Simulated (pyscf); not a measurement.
PySCF, gas phase, ωB97X-D3(BJ)/def2-SVP geometries.

Q: Estimate the classical barrier height and the reaction energy of `[F][Ta]([F])([F])([F])[F]` + `[ClH]` → `[FH]` + `[F][Ta]([F])([F])([F])[Cl]` at ωB97M-D3(BJ)/def2-TZVP. The step runs on the singlet surface, breaks F–Ta, Cl–H and forms F–H, Cl–Ta; take the separated reactants as zero.

A: ΔE‡ = 0.26 eV, ΔE = +0.34 eV. Zero-point energy shifts the barrier by +0.01 eV. It is a four-centre exchange, with an imaginary mode of 675i cm⁻¹. On the reactant side the descent ends in an adduct with a Cl–Ta contact, 0.46 eV under the separated species and 0.51 eV under the saddle at ωB97X-D3(BJ)/def2-TZVP. On the product side the descent ends in an adduct with a F–Ta contact, 0.46 eV under the separated species and 0.35 eV under the saddle at ωB97X-D3(BJ)/def2-TZVP. At ωB97M-D3(BJ) the saddle lies under the separated products, which points to a path from their complex (located at ωB97X-D3(BJ) alone), and parting the products costs more than the saddle. What is counted as formed (Cl–Ta) is already present as a longer contact in the reactant adduct; forming that adduct is a step of its own. What is counted as broken (F–Ta) persists as a longer contact in the product adduct; parting that adduct is a step of its own. At ωB97X-D3(BJ) the barrier from the zero used here is 0.06 eV. This is the saddle that the search found; another between the same sides may lie lower. Elements past Kr carry the def2 core potentials, without spin-orbit coupling.
